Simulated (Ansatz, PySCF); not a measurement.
Species: C₃H₈O, charge 0, singlet. C3H8O (methoxyethane, SMILES CCOC).
B3LYP-D3(BJ)/def2-TZVP minimum from Ansatz (an electronic-structure program):
```
C
H 1 1.0999
H 1 1.0999 2 107.18
O 1 1.4156 2 109.77 3 119.17
C 4 1.4088 1 112.87 2 -58.78
H 5 1.0890 4 107.48 1 180.00
H 5 1.0982 6 109.00 4 120.97
H 5 1.0982 6 109.00 7 118.06
C 1 1.5130 2 110.66 3 -120.74
H 9 1.0908 1 110.53 2 179.36
H 9 1.0908 10 108.33 1 -121.24
H 9 1.0915 10 108.52 11 -117.64
```
Charge 0, spin multiplicity 1.

Atomisation energy term by term, kcal/mol (programs: Ansatz). UHF or UKS for unpaired electrons; spin-orbit terms are left out. Cores are frozen in correlated methods. Rows without X2C or -DK are non-relativistic. CBS(X,Y): correlation extrapolated as X^-3, Hartree-Fock from the larger set. A bracket is a step between two methods taken in the basis named. 'core' is core correlation in cc-pwCVTZ, 'X2C' scalar relativity in cc-pVTZ-DK, both at CCSD(T). Where a partner has so few electrons that a lower coupled-cluster level is exact, that level stands in.

```tsv
term	basis	kcal/mol
Hartree-Fock	cc-pVQZ	813.50
CCSD correlation	CBS(cc-pVTZ,cc-pVQZ)	266.17
(T)	CBS(cc-pVTZ,cc-pVQZ)	14.67
CCSDT(Q) - CCSD(T)	cc-pVDZ	0.58
core correlation	cc-pwCVTZ	3.63
scalar relativity	X2C, cc-pVTZ-DK	-0.84
minus zero-point energy	harmonic, PySCF's Hessian at B3LYP-D3(BJ)/def2-TZVP	-67.63
sum: D0		1030.1
```
